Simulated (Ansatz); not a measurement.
Species: CHO2, charge 0, doublet. CHO2 (SMILES [O]C=O, doublet).
B3LYP-D3(BJ)/def2-TZVP minimum from Ansatz (a first-principles code):
```
C
O 1 1.2209
O 1 1.2209 2 144.74
H 1 1.1636 2 107.63 3 180.00
```
Charge 0, spin multiplicity 2.

Property: atomisation energy (electronic, to ground-state atoms), in kcal/mol. Open shells are spin-unrestricted; no spin-orbit coupling. Correlated methods leave the cores frozen. No relativity. CBS(X,Y): correlation extrapolated as X^-3, Hartree-Fock from the larger set. A bracket is a step between two methods taken in the basis named. Where a partner has so few electrons that a lower coupled-cluster level is exact, that level stands in. The UHF reference of CHO2 ([O]C=O, doublet) is spin-contaminated (<S^2> up to 0.04 over the pure value in the sets run). The determinant of CHO2 ([O]C=O, doublet) is a saddle point of the SCF energy; a lower one exists, which strains HF and MP2.

Compared with CCSD(T)/CBS(cc-pVTZ,cc-pVQZ) + [CCSDT(Q) - CCSD(T)]/cc-pVTZ (Ansatz): 379.6 kcal/mol.

Costs are rough ratios of core time, to one figure, on one kind of shared machine, summed over the single points of the molecules; atoms, geometries and frequencies are left out. The first row took roughly 8 core seconds; short runs hold start-up time.

```tsv
level	program	cost relative to the first row
CAM-B3LYP/def2-TZVPD	Ansatz	1
wB97M-V/def2-TZVPD	Ansatz	2
CCSD(T)/cc-pVTZ	Ansatz	10
CCSDT(Q)/cc-pVDZ	Ansatz	20
CCSD(T)/cc-pVQZ	Ansatz	70
CCSD(T)/CBS(cc-pVTZ,cc-pVQZ) + [CCSDT(Q) - CCSD(T)]/cc-pVDZ	Ansatz	100
```

### Question
Among the rows that cost no more than CCSDT(Q)/cc-pVDZ, which comes nearest?

### Answer
wB97M-V/def2-TZVPD.
```tsv
level	difference (kcal/mol)
CAM-B3LYP/def2-TZVPD	2.7
wB97M-V/def2-TZVPD	1.0
CCSD(T)/cc-pVTZ	-14.6
CCSDT(Q)/cc-pVDZ	-35.0
CCSD(T)/cc-pVQZ	-6.6
CCSD(T)/CBS(cc-pVTZ,cc-pVQZ) + [CCSDT(Q) - CCSD(T)]/cc-pVDZ	0.6
```
